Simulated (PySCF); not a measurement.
Job file and geometry (Å, from GFN2-xTB) of a spin–spin coupling run on (CH3)2CF2, C$_{3}$H$_{6}$F$_{2}$, B3LYP/pcJ-1 indirect spin-spin coupling, non-relativistic, gas phase (PySCF 2.14.0, density-fitted response routines); density fitting, a coarse starting grid and PySCF grid level 2 are the driver's defaults:

```
{"job": {"kind": "j", "xc": "B3LYP", "basis": "pcJ-1"}, "charge": 0, "multiplicity": 1}
C      1.292397    -0.195023    -0.045022
C     -0.030641     0.544282     0.042420
C     -1.260849    -0.343925    -0.003751
F     -0.099978     1.467721    -0.966744
F     -0.056012     1.294292     1.188268
H      1.342283    -0.740203    -0.982952
H      1.379689    -0.886282     0.788046
H      2.109368     0.522011    -0.003810
H     -1.239395    -1.038136     0.831060
H     -1.277526    -0.895120    -0.939239
H     -2.153911     0.273054     0.065761
```

Q: Write the output of this run.

A: 
```
coarse grid: 9152 points
cycle   1  E = -317.4969362883  dE =  4.006e-01  |g| = 7.780e-01  |ddm| = 2.397e+00
cycle   2  E = -317.3996133341  dE =  9.732e-02  |g| = 1.150e+00  |ddm| = 1.014e+00
cycle   3  E = -317.5981019049  dE = -1.985e-01  |g| = 9.472e-02  |ddm| = 6.052e-01
cycle   4  E = -317.5997217829  dE = -1.620e-03  |g| = 3.979e-02  |ddm| = 7.942e-02
cycle   5  E = -317.6000500438  dE = -3.283e-04  |g| = 3.804e-03  |ddm| = 2.644e-02
cycle   6  E = -317.6000525552  dE = -2.511e-06  |g| = 1.521e-03  |ddm| = 4.045e-03
final grid: 89064 points
cycle   7  E = -317.6455929460  dE = -1.295e-04  |g| = 8.136e-03  |ddm| = 1.709e-02
cycle   8  E = -317.6455819209  dE =  1.103e-05  |g| = 1.165e-02  |ddm| = 1.085e-02
cycle   9  E = -317.6456038842  dE = -2.196e-05  |g| = 8.304e-04  |ddm| = 6.521e-03
cycle  10  E = -317.6456039618  dE = -7.761e-08  |g| = 4.612e-04  |ddm| = 6.567e-04
cycle  11  E = -317.6456040032  dE = -4.144e-08  |g| = 2.032e-05  |ddm| = 2.506e-04
cycle  12  E = -317.6456040033  dE = -7.958e-11  |g| = 6.030e-06  |ddm| = 2.580e-05
converged SCF energy = -317.6456040033

Indirect spin-spin couplings (Hz)
  i      j    bonds     total        FC       PSO       DSO        SD
  0 C    1 C    1     47.813    48.941    -1.438     0.310         -
  0 C    2 C    2      6.851     7.063    -0.211    -0.001         -
  0 C    3 F    2     26.771    30.138    -3.872    -0.043     0.549
  0 C    4 F    2     26.731    30.070    -3.854    -0.044     0.559
  0 C    5 H    1    133.674   131.846     1.071     0.758         -
  0 C    6 H    1    133.837   132.010     1.069     0.757         -
  0 C    7 H    1    136.889   135.176     0.938     0.775         -
  0 C    8 H    3      0.843     0.855    -0.016     0.004         -
  0 C    9 H    3      0.834     0.846    -0.016     0.004         -
  0 C   10 H    3      6.326     6.367     0.446    -0.487         -
  1 C    2 C    1     47.845    48.974    -1.439     0.310         -
  1 C    3 F    1   -294.552  -298.553   -12.107     1.126    14.983
  1 C    4 F    1   -294.557  -298.551   -12.113     1.125    14.981
  1 C    5 H    2     -2.214    -2.144    -0.222     0.152         -
  1 C    6 H    2     -2.159    -2.089    -0.221     0.151         -
  1 C    7 H    2     -8.014    -7.929    -0.197     0.112         -
  1 C    8 H    2     -2.195    -2.125    -0.222     0.152         -
  1 C    9 H    2     -2.174    -2.104    -0.221     0.151         -
  1 C   10 H    2     -8.012    -7.927    -0.197     0.112         -
  2 C    3 F    2     26.698    30.038    -3.854    -0.044     0.558
  2 C    4 F    2     26.740    30.093    -3.864    -0.044     0.555
  2 C    5 H    3      0.838     0.850    -0.016     0.004         -
  2 C    6 H    3      0.840     0.852    -0.016     0.004         -
  2 C    7 H    3      6.324     6.366     0.446    -0.487         -
  2 C    8 H    1    133.615   131.785     1.072     0.758         -
  2 C    9 H    1    133.766   131.939     1.070     0.757         -
  2 C   10 H    1    136.945   135.233     0.937     0.775         -
  3 F    4 F    2    222.518    63.616    83.442    -0.414    75.874
  3 F    5 H    3      0.903     0.250     1.212    -0.165    -0.393
  3 F    6 H    3     38.236    39.577     0.947    -2.153    -0.135
  3 F    7 H    3      8.433     9.002    -0.050    -0.039    -0.481
  3 F    8 H    3     38.237    39.579     0.945    -2.153    -0.135
  3 F    9 H    3      0.922     0.263     1.218    -0.171    -0.388
  3 F   10 H    3      8.412     8.973    -0.039    -0.043    -0.478
  4 F    5 H    3     38.197    39.540     0.945    -2.153    -0.135
  4 F    6 H    3      0.842     0.184     1.218    -0.174    -0.386
  4 F    7 H    3      8.482     9.045    -0.043    -0.040    -0.481
  4 F    8 H    3      0.860     0.202     1.220    -0.171    -0.390
  4 F    9 H    3     38.214    39.554     0.948    -2.153    -0.134
  4 F   10 H    3      8.468     9.037    -0.048    -0.039    -0.482
  5 H    6 H    2    -13.798   -13.962     2.715    -2.551         -
  5 H    7 H    2    -13.984   -14.145     2.600    -2.439         -
  5 H    9 H    4      0.874     0.834    -1.208     1.247         -
  5 H   10 H    4      0.253     0.349     1.549    -1.644         -
  6 H    7 H    2    -13.919   -14.080     2.606    -2.446         -
  6 H    8 H    4      0.871     0.831    -1.210     1.249         -
  6 H   10 H    4      0.254     0.350     1.548    -1.643         -
  7 H    8 H    4      0.256     0.351     1.548    -1.643         -
  7 H    9 H    4      0.254     0.350     1.549    -1.644         -
  7 H   10 H    4      4.438     4.564     1.919    -2.044         -
  8 H    9 H    2    -13.864   -14.029     2.710    -2.545         -
  8 H   10 H    2    -13.949   -14.109     2.604    -2.444         -
  9 H   10 H    2    -13.915   -14.075     2.608    -2.448         -
```

Size and cost of the density-fitted run: 195 basis functions, 22 s wall time on 1 thread of an Arm Neoverse V1, shared host.
